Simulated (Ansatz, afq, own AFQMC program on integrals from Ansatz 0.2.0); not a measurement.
InH$_{3}$⁺, doublet in def2-SVP, levels against full CI

```yaml
atoms:
  - { symbol: In, position_ang: [0.0000, -0.0188, 0.0006] }
  - { symbol: H, position_ang: [0.0000, 2.3330, -0.0684] }
  - { symbol: H, position_ang: [0.0000, -0.1443, -1.6632] }
  - { symbol: H, position_ang: [0.0000, -0.0483, 1.6687] }
```

Basis def2-SVP with its core potentials. Noble-gas cores (and the filled d shells of Ga–Kr and In–Xe) are frozen. Ansatz 0.2.0 and our own AFQMC program on the same integrals; the CISD trial comes from CCSD amplitudes, and released means the phaseless constraint is let go. Free projection: walkers drawn from exp(T), propagated without any constraint. Its projection time is finite, and what remains of the start isn't in its error. Error bars are statistical, one sigma. No spin–orbit coupling.

Determinant: UHF, the one that the program's search chose, which needn't be the lowest solution. The geometry is a PBE0/def2-TZVP stationary point of this or a neighbouring charge and spin state.

Full CI on the same integrals is exact in this basis and with this determinant's frozen core.

Cautions: no spin-orbit coupling; inner d shell frozen.

- T1 diagnostic: 0.0126
- weight of the determinant in the CISD state: 0.951
- ⟨S²⟩ of the determinant: 0.752
- size of the correlated space: 5 electrons in 32 orbitals

```
  level  correlation energy (eV)
    MP2                  -1.2869
   CCSD                  -1.7278
CCSD(T)                  -1.7469
```

Q: Estimate where phaseless AFQMC with a CISD trial lies against CCSD(T) on the same integrals.

A: 0.11 ± 0.06 mEh below CCSD(T). The gap is under twice the noise, so this walk alone can't tell the two apart.

Reference: full CI, correlation energy -1.756 eV. The released energy is read at 2.40 1/Eh (meV from the phaseless value at times in 1/Eh: -0.1 ± 1.6 at 0.24, -1.0 ± 1.9 at 0.51, -3.1 ± 1.3 at 0.99, -5.2 ± 1.8 at 1.62, -4.4 ± 1.6 at 2.40).

| level | E − E(reference) (mEh) | share of correlation (%) |
| --- | --- | --- |
| CCSD(T) | 0.32 | 99.50 |
| CCSDT | 0.03 | 99.96 |
| CCSDT(Q) | 0.01 | 99.99 |
| ph-AFQMC/HF | 0.88 ± 0.80 | 98.64 |
| ph-AFQMC/CISD | 0.21 ± 0.06 | 99.67 |
| released AFQMC | 0.05 ± 0.06 | 99.92 |
| free AFQMC | 0.06 ± 0.11 | 99.90 |

CCSDT and higher add their correlation energy to the determinant of the CCSD(T) run, since their own runs factorise the integrals more tightly (a shift of under 2 meV). Free projections are given only where their last times agree within the noise and don't stop above the reference; a slow remainder of the start can still hide under it. A walk keeps the symmetry of its determinant, which the program's search chose and which needn't be the lowest solution, so a lower state of the same spin and another symmetry isn't excluded. Released energies are given only where the last usable release times agree within the noise; a slower fall can still hide under it.
